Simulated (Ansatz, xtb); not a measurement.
**Relaxing a trial structure of CHBN+**

The starting geometry of this gas-phase singlet has its atoms placed at random.

```xyz
4

C    -0.0429    1.2922   -0.3361
B     0.3915   -0.5952    0.1677
N    -0.8119    0.3771    0.9342
H     0.5414    0.3653   -0.1087
```

Q: Guess where an optimisation with r2SCAN-D4/def2-SVP ends from this start.

A: It ends as a structure given below by its coordinates. Distances that change by over a tenth: B2–N3 (1.73 → 1.32 Å), B2–H4 (1.01 → 1.19 Å). Contacts that open: C1–H4 (1.12 → 3.73 Å). Contacts that close: C1–N3 (1.74 → 1.22 Å).

The energy falls by 12.01 eV over 15 steps:

| step | E − E(last) (eV) |
| --- | --- |
| 1 | 12.007 |
| 3 | 5.665 |
| 4 | 3.706 |
| 6 | 2.002 |
| 7 | 1.308 |
| 9 | 0.606 |
| 10 | 0.294 |
| 12 | 0.137 |
| 13 | 0.004 |
| 15 | 0.000 |

Final geometry (Å):

| atom | x (Å) | y (Å) | z (Å) |
| --- | --- | --- | --- |
| C | -1.3496 | 1.4840 | 0.7764 |
| B | 0.5096 | -0.0427 | -0.0549 |
| N | -0.4577 | 0.7510 | 0.3776 |
| H | 1.3757 | -0.7528 | -0.4420 |

From the same start GFN2-xTB ends elsewhere, at `[BH+]C#N`.

From so rough a start the end depends on the optimiser's path, so another program may land elsewhere. The end wasn't checked by frequencies. Run with Ansatz 0.2.0, 35 s on 1 thread of AMD EPYC (Zen 3), with other jobs on the host.
